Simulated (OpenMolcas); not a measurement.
# [NO2]+ (SMILES O=[N+]=O): levels of theory compared

We compute a comparison of 6 runs (B2PLYP/STO-3G, B3LYP/STO-3G, PBE/STO-3G, r2SCAN/STO-3G, MP2/STO-3G, ACPF/STO-3G) of [NO2]+. 

Program for the calculation: OpenMolcas 26.06.

1 further run of the same task is left out (for a known fault of the program).

## Step 1: The structure to begin with

[NO2]+: 3 atoms, total charge +1, spin state singlet. SMILES: `O=[N+]=O`. The coordinates come from a PBE0-D4/def2-TZVP relaxation.

Bond lengths: O1–N2 1.110 Å, N2–O3 1.110 Å. Angles: O1–N2–O3 180.0°.

## Step 2: The energy at B2PLYP/STO-3G (run 1)

File calc.inp:

```
>>> EXPORT MOLCAS_PRINT=2
&GATEWAY
BasLib = $CurrDir
BasisSet
O.STO-3G....
O1 -0.572980 0.927020 -0.209580 angstrom
O3 0.572990 -0.927010 0.209580 angstrom
End of Basis
BasisSet
N.STO-3G....
N2 -0.000010 -0.000010 0.000000 angstrom
End of Basis
&SEWARD
GridInput
Grid=UltraFine
End of Grid
&SCF
Charge = 1
KSDFT = B2PLYP_SCF
Thresholds = 1e-10 1e-07 1e-07 1e-05
PrOrbitals = 1 1
&MBPT2
Frozen = 3
```

The basis set STO-3G is read from a file made from the Basis Set Exchange's data (not shown).

Command:

```
$ export MOLCAS_MEM=1860
$ pymolcas calc.inp > calc.log
```

Standard output:

```text
--- Start Module: gateway ---
[...]
--- Stop Module: gateway /rc=_RC_ALL_IS_WELL_ ---
[...]
      Basis functions           15
[...]
--- Start Module: scf ---
[...]
       Convergence after  13 Iterations
[...]
::    Total KS-DFT energy                            -201.5631183758
[...]
      Total spin, S                                     0.0000000000
[...]
      Total electronic charge=   22.000000
      Total            charge=    1.000000
[...]
      Dipole Moment (debye):
      Origin of the operator (angstrom)=    0.0000    0.0000    0.0000
                   X= -1.2927E-05               Y= -2.6803E-05               Z=  1.9387E-06           Total=  2.9820E-05
      Center of Charge (angstrom)
[...]
--- Stop Module: scf /rc=_RC_ALL_IS_WELL_ ---
[...]
--- Start Module: mbpt2 ---
[...]
 ###    WARNING: MP2 implementation intended for RHF references only         ###
 ###############################################################################
MBPT2 WARNING: Reference function according to RunFile:KS-DFT
I'll assume you know what you're doing and continue
WARNING!
Default frozen orbitals as non valence orbitals is overwritten by user input.
Default values:   3
[...]
       Reference weight ( Cref**2 )         =        0.76101
::    Total MBPT2 energy                             -201.9557985536
[...]
      Total MBPT2 calculations                           0.05      0.06
--- Stop Module: mbpt2 /rc=_RC_ALL_IS_WELL_ ---
[...]
```

It took 5.1 s on 1 thread of Arm Neoverse N1, shared host; peak memory 0.37 GiB.

## Step 3: The energy at B3LYP/STO-3G (run 2)

File calc.input:

```
&GATEWAY
BasLib
$CurrDir
BasisSet
O.STO-3G....
O1 -0.572980 0.927020 -0.209580 angstrom
O3 0.572990 -0.927010 0.209580 angstrom
End of Basis
BasisSet
N.STO-3G....
N2 -0.000010 -0.000010 0.000000 angstrom
End of Basis
&SEWARD
GridInput
Grid=UltraFine
End of Grid
&SCF
Charge
1
KSDFT
B3LYP
Thresholds
1e-10 1e-07 1e-07 1e-05
PrOrbitals
1 1
```

The basis set STO-3G is read from a file made from the Basis Set Exchange's data (not shown).

Command:

```
$ export MOLCAS_MEM=1860
$ pymolcas calc.input > calc.log
```

Standard output:

```text
--- Start Module: gateway ---
[...]
--- Stop Module: gateway /rc=_RC_ALL_IS_WELL_ ---
--- Start Module: seward ---
[...]
      Basis functions           15
--- Stop Module: seward /rc=_RC_ALL_IS_WELL_ ---
--- Start Module: scf ---
[...]
       Convergence after  14 Iterations
[...]
::    Total KS-DFT energy                            -201.8754804737
[...]
      Total spin, S                                     0.0000000000
[...]
      Total electronic charge=   22.000000
      Total            charge=    1.000000
[...]
      Dipole Moment (debye):
      Origin of the operator (angstrom)=    0.0000    0.0000    0.0000
                   X= -1.1037E-05               Y= -1.6509E-05               Z=  7.6463E-07           Total=  1.9873E-05
      Center of Charge (angstrom)
[...]
--- Stop Module: scf /rc=_RC_ALL_IS_WELL_ ---
[...]
```

Run time: 5.4 s. Hardware: 1 thread of Arm Neoverse N1, shared host; peak memory 0.37 GiB.

Runs 3 to 5 aren't shown in full; the table further down has their settings and results.

## Step 4: The energy at ACPF/STO-3G (run 6)

File calc.input:

```
* NO2 ACPF

&gateway
  baslib
  $CurrDir
  basisset
  O.STO-3G....
  O1 -0.572980 0.927020 -0.209580 angstrom
  O3 0.572990 -0.927010 0.209580 angstrom
  End of Basis
  basisset
  N.STO-3G....
  N2 -0.000010 -0.000010 0.000000 angstrom
  End of Basis

&seward

&scf
  charge
  1
  thresholds
  1e-10 1e-07 1e-07 1e-05
  prorbitals
  1 1

&motra
  frozen
  3

&guga
  electrons
  16
  spin
  1
  inactive
  8
  active
  0
  ciall
  1

&cpf
  acpf
```

The basis set STO-3G is read from a file made from the Basis Set Exchange's data (not shown).

Command:

```
$ export MOLCAS_MEM=1860
$ pymolcas calc.input > calc.log
```

Standard output:

```text
--- Start Module: gateway ---
[...]
--- Stop Module: gateway /rc=_RC_ALL_IS_WELL_ ---
[...]
      Basis functions           15
[...]
       Convergence after  13 Iterations
[...]
::    Total SCF energy                               -200.9235421383
[...]
      Total spin, S                                     0.0000000000
[...]
      *** WARNING: Default frozen orbitals is overwritten by user input.
      *** Default values:   3
[...]
--- Start Module: guga ---
[...]
--- Stop Module: guga /rc=_RC_ALL_IS_WELL_ ---
--- Start Module: cpf ---
[...]
      Active orbitals                            0       0
[...]
      Spin quantum number                      0.0
[...]
     FINAL ACPF ENERGY        -201.18078911
     FINAL CORRELATION ENERGY   -0.25724697  REFERENCE ENERGY    -200.92354214
[...]
      Title:  ACPF natural orbitals
[...]
      Total electronic charge=   22.000000
      Total            charge=    1.000000
[...]
      Dipole Moment (debye):
      Origin of the operator (angstrom)=    0.0000    0.0000    0.0000
                   X= -1.0889E-05               Y=  8.0811E-06               Z= -2.6502E-06           Total=  1.3817E-05
      Quadrupole Moment (debye*angstrom):
[...]
--- Stop Module: cpf /rc=_RC_ALL_IS_WELL_ ---
[...]
```

Run time: 2.6 s. Hardware: 1 thread of Arm Neoverse N1, shared host; peak memory 0.37 GiB.

## Step 5: The series

```csv
run,level,frozen core orbitals,integration grid,energy (Eh),HOMO energy (eV),LUMO energy (eV),HOMO–LUMO gap (eV),wall time
1,B2PLYP/STO-3G,3,UltraFine,-201.669142,-21.63,-9.02,12.60,5.1 s
2,B3LYP/STO-3G,–,UltraFine,-201.875480,-20.12,-11.03,9.09,5.4 s
3,PBE/STO-3G,–,UltraFine,-201.722498,-18.88,-11.81,7.07,6 s
4,r2SCAN/STO-3G,–,UltraFine,-201.851429,-19.31,-11.71,7.59,7.2 s
5,MP2/STO-3G,3,–,-201.201642,-23.77,-5.98,17.79,2.5 s
6,ACPF/STO-3G,3,–,-201.180789,-23.77,-5.98,17.79,2.6 s
```

## Step 6: What came out

```
                                          quantity          value
                               run 6: total energy  -201.18079 Eh
        run 6: HOMO energy (Hartree–Fock orbitals)      -23.77 eV
        run 6: LUMO energy (Hartree–Fock orbitals)       -5.98 eV
      run 6: HOMO–LUMO gap (Hartree–Fock orbitals)       17.79 eV
run 6: correlation energy (3 core orbitals frozen)     -257.2 mEh
```

In words: Over runs 1, 2, 3, 4 the HOMO–LUMO gap runs from 7.07 eV (PBE/STO-3G) to 12.60 eV (B2PLYP/STO-3G). A double hybrid's value is that of its SCF part. For B2PLYP the log adds the whole second-order term; the table takes 0.27 of it, as the functional is defined. Totals of different functionals can't be ranked against each other. In runs 1, 2, 3, 4, 5, 6 the basis is minimal, so the values are rough. All runs together took 29 s, the longest 7.2 s.
